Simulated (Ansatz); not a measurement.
Process, species as SMILES: C=C=O → C(=[CH])=O + H atom
B3LYP-D3(BJ)/def2-TZVP geometries, fixed; electronic energies without zero-point terms.

Basis-set convergence of the bond dissociation energy at PBE with Ansatz (a first-principles code). Cartesian d functions, on some or all atoms, in 6-31+G*; all else is spherical. The program fits the integrals of some runs and decomposes those of others, by size. Open shells are unrestricted. No added dispersion term, no relativity. Functions are those of the species that has most. Reference: the value in aug-pcseg-3, 108.04 kcal/mol, itself unsure by roughly 0.03 kcal/mol (its mean distance from aug-cc-pVQZ, cc-pV5Z, def2-QZVPPD). Deviations are taken from unrounded values.

```csv
basis,functions,bond dissociation energy (kcal/mol),minus reference (kcal/mol)
STO-3G,17,129.97,21.93
6-31G,31,109.31,1.27
cc-pVDZ,52,106.84,-1.20
def2-SVP,52,108.01,-0.03
6-31+G*,61,108.16,0.12
6-311G**,66,108.13,0.09
pcseg-2,118,108.20,0.16
pcseg-3,246,108.05,0.02
aug-cc-pVQZ,332,108.06,0.02
```

The smallest set listed that lies within 0.5 kcal/mol of the reference with all its larger relatives (same family, alike in diffuse functions; a set with none counts only in the reference's own line) is def2-SVP (52 functions, -0.03 kcal/mol off). Inside, with no larger relative to test it: 6-311G**, aug-cc-pVQZ. (Relatives not listed, tested too: 6-311+G** 0.15, 6-311++G(2d,2p) 0.11, def2-TZVP -0.11, def2-TZVPP 0.14, 6-311++G(3df,3pd) 0.00, def2-QZVP 0.01, def2-QZVPP 0.01 kcal/mol.)
